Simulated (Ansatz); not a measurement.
Question: Name a neutral molecule of C, P, S and H with HOMO energy (PBE/def2-TZVPP) between -5.40 and -5.10 eV and HOMO–LUMO gap (ωB97M-V/def2-TZVPP) between 10.45 and 10.75 eV (Ansatz, PBE0-D4/def2-TZVP geometry).

Answer: `CP(C)(C)=S` (-5.14 eV, 10.48 eV). Other molecules can fit too; these were computed, each in one conformer that needn't be the lowest.
